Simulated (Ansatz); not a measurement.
```yaml
crystal:
  periodic: [false, false, false]
  atoms:
    - {symbol: O, position_ang: [-0.889346, 0.201130, 0.827770]}
    - {symbol: C, position_ang: [-0.046414, 0.067565, 0.021613]}
    - {symbol: F, position_ang: [0.585203, -1.091761, -0.181759]}
    - {symbol: H, position_ang: [0.350555, 0.823076, -0.667624]}
basis:
  gaussian: {orbitals: pcseg-2}
total_charge: 1
magnetization: {spin_polarized: true, initial_magnetization: 1}
hamiltonian: {xc: {name: HF}, dispersion: rvv10}
scf: {lower_state_search: off}
```

```sh
$ ansatz run in.yaml --threads 4 --pin off --events-out ev --progress --plain --max-ram 10444MiB
```

How does Ansatz answer? (Estimate.)

The calculation gave: The input was rejected before any iteration.
```
Error: inconsistent input (hamiltonian.dispersion, hamiltonian.xc): `dispersion: rvv10` has no transferable b for PBE exchange — Sabatini et al. (2013) fitted b=6.3 to rPW86, and the PBE refits of Peng & Perdew (2017) are task-dependent (b=6.6 S22 / b=10.0 layered). Use `xc: {exchange: rpw86, correlation: pbe}` for the original rVV10 or `xc: r2scan` for the r²SCAN+rVV10 pairing
```
